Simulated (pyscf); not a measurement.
# Four-centre exchange: HCl (SMILES Cl) + Cl–Si:–Cl (SMILES Cl[Si]Cl) [singlet] → Cl–Si:–Cl (SMILES Cl[Si]Cl) [singlet] + HCl (SMILES Cl)

Gas phase, singlet surface, charge 0. Bonds broken: Cl1–H5, Si2–Cl4. Bonds formed: Cl1–Si2, Cl4–H5. Optimised with ωB97X-D3(BJ)/def2-SVP in PySCF. MP2 and CC: frozen core, UHF for open shells. ΔMP2 is the change of the MP2 total energy from the triple- to the quadruple-zeta basis.

Transition state (Å):

```xyz
5

Cl    -0.0618     0.5637     0.1623
Si    -1.3442    -1.1506     1.2187
Cl    -0.4098    -2.7499     0.2729
Cl    -2.7165    -0.5190    -0.6301
H     -1.3901     0.2841    -0.5885
```

One imaginary mode, 687i cm⁻¹; descent along it reached the two sides named, in the forms told below.

| bond | change | reactant side (Å) | saddle | product side |
|---|---|---|---|---|
| Cl1–H5 | breaks | 1.289 | 1.551 | 2.7 |
| Si2–Cl4 | breaks | 2.117 | 2.388 | 2.9 |
| Cl1–Si2 | forms | 2.9 | 2.387 | 2.117 |
| Cl4–H5 | forms | 2.7 | 1.551 | 1.289 |

Electronic energies relative to the separated reactants (kcal/mol):

```
level                             barrier  reaction energy  reverse barrier
--------------------------------  -------  ---------------  ---------------
ωB97X-D3(BJ)/def2-TZVP                6.6              0.0              6.6
PBE/def2-TZVP                         2.1              0.0              2.1
r²SCAN/def2-TZVP                      3.5              0.0              3.5
B3LYP-D3(BJ)/def2-TZVP                6.2              0.0              6.2
PBE0-D3(BJ)/def2-TZVP                 3.5              0.0              3.5
M06-2X/def2-TZVP                      7.7              0.0              7.7
ωB97M-D3(BJ)/def2-TZVP                8.8              0.0              8.8
HF/def2-TZVP                         26.7              0.0             26.7
MP2/def2-QZVPP                        7.4              0.0              7.4
CCSD/def2-TZVPP                      15.1              0.0             15.1
CCSD(T)/def2-TZVPP                   12.0              0.0             12.0
CCSD(T)/def2-TZVPP + ΔMP2(QZVPP)     11.0              0.0             11.0
```

With CCSD(T)/def2-TZVPP + ΔMP2(QZVPP) energies and thermal terms (ideal gas, 1 atm, RRHO with modes under 100 cm⁻¹ raised to 100, one conformer, R ln 2 for rigid chiral ones), in kcal/mol:

| T (K) | ΔH‡ | ΔG‡ | ΔH | ΔG |
|---|---|---|---|---|
| 298 | 9.4 | 19.4 | 0.0 | 0.0 |
| 600 | 9.5 | 29.6 | 0.0 | 0.0 |
| 900 | 10.0 | 39.5 | 0.0 | 0.0 |
| 1200 | 10.6 | 49.2 | 0.0 | 0.0 |

On the reactant side the descent ends in a complex, 4.8 kcal/mol under the separated species and 11.4 kcal/mol under the saddle at ωB97X-D3(BJ)/def2-TZVP. On the product side the descent ends in a complex, 4.8 kcal/mol under the separated species and 11.4 kcal/mol under the saddle at ωB97X-D3(BJ)/def2-TZVP. This is the saddle that the search found; another between the same sides may lie lower. The CCSD(T) − MP2 part came from Ansatz, without density fitting, on the same reference.
